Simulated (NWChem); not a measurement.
## Correlation energy of formamide (CH₃NO)

```xyz
6

N     -0.1982    -1.0835     0.0000
C     -0.3131     0.2775     0.0000
O      0.6186     1.0642     0.0000
H      0.7326    -1.5054     0.0000
H     -1.0184    -1.6888     0.0000
H     -1.3967     0.6003     0.0000
```
Charge 0, spin multiplicity 1.

All runs are NWChem calculations. The geometry was optimised at PBE/def2-SVP, a minimum by its harmonic frequencies. It is one conformer; others weren't searched.

Basis set: STO-3G. Each correlation energy counts from its own Hartree-Fock reference.

The correlated methods keep 3 core orbitals frozen. Coupled-cluster values serve here as a point of comparison, not as the truth.

Question: Order these methods by the correlation energy they give, lowest first: MP2, SCS-MP2, CR-CCSD[T], CR-CCSD(T), CCSD, CCSD+T(CCSD).

Answer: CCSD+T(CCSD) (-197.5 mHa), CR-CCSD[T] (-196.3 mHa), CR-CCSD(T) (-195.4 mHa), CCSD (-190.5 mHa), SCS-MP2 (-167.7 mHa), MP2 (-161.9 mHa)
